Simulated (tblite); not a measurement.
Species: C4H8O (charge +1 and doublet state).
Bonds: C1–C2, C2–C3, C3–C4, C4–O5. Hydrogens: H6, H7 on C1; H8 on C2; H9, H10 on C3; H11, H12 on C4; H13 on O5.

Structure optimised with GFN2-xTB, isolated species. This method treats the open shell by occupation alone, without spin polarisation.

Task: Give the optimised bond lengths and angles.

Result: 
```
         bond  length (Å)
        C1–C2       1.325
        C2–C3       1.497
        C3–C4       1.544
        C4–O5       1.376
        C1–H6       1.092
        C1–H7       1.080
        C2–H8       1.087
C3–H9, C3–H10       1.089
       C4–H11       1.098
       C4–H12       1.109
       O5–H13       0.969
```

Bonds in one row agree within 0.01 Å and their mean is given. A selection of angles:
```
     angle  degrees
  C2–C1–H6    120.5
  C2–C1–H7    124.0
  H6–C1–H7    115.5
  C1–C2–C3    123.9
  C1–C2–H8    120.9
  C3–C2–H8    115.1
  C2–C3–C4    106.6
  C2–C3–H9    110.3
 C2–C3–H10    111.7
  C4–C3–H9    108.4
 C4–C3–H10    110.3
 H9–C3–H10    109.5
  C3–C4–O5    110.5
 C3–C4–H11    112.0
 C3–C4–H12    103.6
 O5–C4–H11    113.0
 O5–C4–H12    109.6
H11–C4–H12    107.6
 C4–O5–H13    113.2
```

Dihedral angles: C1–C2–C3–C4 -55° (synclinal); C2–C3–C4–O5 72° (synclinal); H13–O5–C4–C3 -155° (antiperiplanar). The mirror-image conformer, all signs reversed, is as good.

C1 (carbon bonded to C and 2 H) is planar (angles 124.0°, 120.5° and 115.5°, sum 360.0°, 0.01 Å off the plane of its three neighbours). C2 (carbon bonded to 2 C and H) is planar (angles 123.9°, 120.9° and 115.1°, sum 360.0°, 0.01 Å off the plane of its three neighbours). The 3 C–C bonds span 1.325 Å (C1–C2, drawn single) to 1.544 Å (C3–C4, drawn single), a spread of 0.219 Å. Of the pairs four or more bonds apart, O5···H6 is among the closest relative to their van der Waals radii: 2.11 Å, 78 % of the sum of Bondi's values.

Point group: C1 (no symmetry element, even within 0.4 Å). Its GFN2-xTB frequencies are all real (lowest 108 cm⁻¹). Torsions: H–C1–C2–C3 15° and -163°, C1–C2–C3–C4 -55°, C2–C3–C4–O5 72°, C3–C4–O5–H -155°.

These are computed values.
